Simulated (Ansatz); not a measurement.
Reaction: CH6Si (SMILES C[SiH3]) → CH3 (SMILES [CH3], doublet) + SiH3 (SMILES [SiH3], doublet) (the C-Si bond breaks)
Each species at its own B3LYP-D3(BJ)/def2-TZVP minimum (Ansatz, an electronic-structure program).

Total energies in hartree (Ansatz). Radicals and triplets start from unrestricted determinants; spin-orbit coupling is neglected. Correlated methods leave the cores frozen. No relativity.

```csv
species,HF/cc-pV(T+d)Z,CCSD(T)/cc-pV(T+d)Z,HF/cc-pV(Q+d)Z,CCSD(T)/cc-pV(Q+d)Z,CCSDT(Q)/cc-pV(T+d)Z
1: CH6Si (SMILES C[SiH3]),-330.32571,-330.69426,-330.33210,-330.71844,-330.69557
"2: CH3 (SMILES [CH3], doublet)",-39.57748,-39.76098,-39.58026,-39.77245,-39.76156
"3: SiH3 (SMILES [SiH3], doublet)",-290.64257,-290.78856,-290.64619,-290.79897,-290.78943
```

**Question.** Work out the bond dissociation energy (electronic) in kcal/mol: take Hartree-Fock from cc-pV(Q+d)Z, extrapolate the CCSD(T) correlation energy as X^-3 (X = 3, 4), and add CCSDT(Q) - CCSD(T) in cc-pV(T+d)Z. 1 hartree = 627.51 kcal/mol.

**Answer.** 
Species 1: correlation (64·(-0.38634) - 27·(-0.36855))/37 = -0.39932; step -0.00131; E1 = -330.33210 + (-0.39932) + (-0.00131) = -330.73273
Species 2: correlation (64·(-0.19219) - 27·(-0.18350))/37 = -0.19853; step -0.00058; E2 = -39.58026 + (-0.19853) + (-0.00058) = -39.77937
Species 3: correlation (64·(-0.15278) - 27·(-0.14599))/37 = -0.15773; step -0.00087; E3 = -290.64619 + (-0.15773) + (-0.00087) = -290.80479
-1·E1 +1·E2 +1·E3 = 0.14857 hartree = 93.2 kcal/mol.
